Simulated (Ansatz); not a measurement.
**Si2NH9 (built from SMILES N.[SiH3][SiH3]): search for a transition state**

Aim: find the saddle point of a four-centre ligand exchange that is to form Si1–N7, Si2–H6 and break Si1–Si2, H6–N7, prove it by its vibrations, and relax downhill on both sides to see what it joins.

The runs use Ansatz 0.2.0, Gaussian basis; PBE0-D4, def2-SVP first, then def2-TZVP.

152 further runs of the same task are left out: 152 set aside as unsound or not needed.

### Step 1. Starting geometry

The guess: 12 atoms, charge 0, spin multiplicity 1.

Atoms are counted from 1 here; the program's logs count them from 0.

Bond lengths: Si1–H3 1.509 Å, Si1–H4 1.455 Å, Si1–H5 1.456 Å, Si1–N7 1.890 Å, Si2–H8 1.480 Å, Si2–H9 1.469 Å, Si2–H10 1.477 Å, H6–N7 1.190 Å, N7–H11 1.015 Å, N7–H12 1.015 Å. Angles: H3–Si1–H4 98.6°, H3–Si1–H5 98.5°, H3–Si1–N7 93.4°, H4–Si1–H5 130.7°, H4–Si1–N7 111.9°, H5–Si1–N7 112.7°, H8–Si2–H9 103.0°, H8–Si2–H10 102.9°, H9–Si2–H10 104.2°, Si1–N7–H6 85.0°, Si1–N7–H11 115.0°, Si1–N7–H12 115.2°, H6–N7–H11 116.3°, H6–N7–H12 116.7°, H11–N7–H12 107.6°.

As a file:

```
Si   -1.1818    0.4081   -0.2671
Si    0.7334   -1.4216    0.7505
H    -2.0376    1.4908   -0.8770
H    -1.6003    0.5551    1.1186
H    -1.4490   -0.6476   -1.2337
H     0.9571    0.3922   -0.1060
N     0.4315    1.3289   -0.6181
H     1.8506   -1.1977    1.6955
H    -0.1910   -2.2613    1.5239
H     1.3211   -2.3456   -0.2399
H     0.6356    1.4768   -1.6011
H     0.5306    2.2218   -0.1456
```

Distances that are to change: Si1–N7 1.89 Å, Si2–H6 2.02 Å, Si1–Si2 2.84 Å, H6–N7 1.19 Å.

### Step 2. Relaxing the guess with the reacting distances held

Contents of hold/in.yaml:

```yaml
crystal:
  periodic: [false, false, false]
  atoms:
    - {symbol: Si, position_ang: [-1.181800, 0.408100, -0.267100]}
    - {symbol: Si, position_ang: [0.733400, -1.421600, 0.750500]}
    - {symbol: H, position_ang: [-2.037600, 1.490800, -0.877000]}
    - {symbol: H, position_ang: [-1.600300, 0.555100, 1.118600]}
    - {symbol: H, position_ang: [-1.449000, -0.647600, -1.233700]}
    - {symbol: H, position_ang: [0.957100, 0.392200, -0.106000]}
    - {symbol: N, position_ang: [0.431500, 1.328900, -0.618100]}
    - {symbol: H, position_ang: [1.850600, -1.197700, 1.695500]}
    - {symbol: H, position_ang: [-0.191000, -2.261300, 1.523900]}
    - {symbol: H, position_ang: [1.321100, -2.345600, -0.239900]}
    - {symbol: H, position_ang: [0.635600, 1.476800, -1.601100]}
    - {symbol: H, position_ang: [0.530600, 2.221800, -0.145600]}
basis:
  gaussian: {orbitals: def2-SVP}
hamiltonian: {xc: pbe0, dispersion: d4}
relax: {f_tol: 0.04, max_steps: 150, escape_saddle: false, constraints: [{distance: [0, 6]}, {distance: [1, 5]}, {distance: [0, 1]}, {distance: [5, 6]}]}
```

Started as:

```sh
$ ansatz run in.yaml --threads 4 --pin off --events-out ev --progress --plain --max-ram 9574MiB
```

The runs that follow: A starting Hessian; Saddle search in the small basis; Saddle search in triple zeta; Checking the order of the point; Relaxing after a step of 0.30 Å one way along the mode; Relaxing after a step of 0.30 Å the other way along the mode.

**Question.** What will these runs give? Wanted: imaginary mode; barrier from the start side; barrier from the end side; energy of the step; pairs that change; zero-point energy at the saddle.

**Answer**, as computed:

| quantity | value |
| --- | --- |
| imaginary mode | 343i cm⁻¹ |
| barrier from the start side | 1.730 eV |
| barrier from the end side | 1.903 eV |
| energy of the step | -0.173 eV |
| pairs that change | Si1–N7 formed, Si2–H6 formed, Si1–Si2 broken, H6–N7 broken |
| zero-point energy at the saddle | 2.264 eV |

What this shows: One imaginary mode, 343i cm⁻¹, makes this a first-order saddle. It joins the planned start and end. At PBE0-D4/def2-TZVP the electronic barrier is 1.730 eV, about 67 kT at 298 K, and the step runs 0.173 eV downhill. A step off the saddle overshot and began above it in energy, so the link to its end is likely but not proven. Lower complexes than these ends may exist.
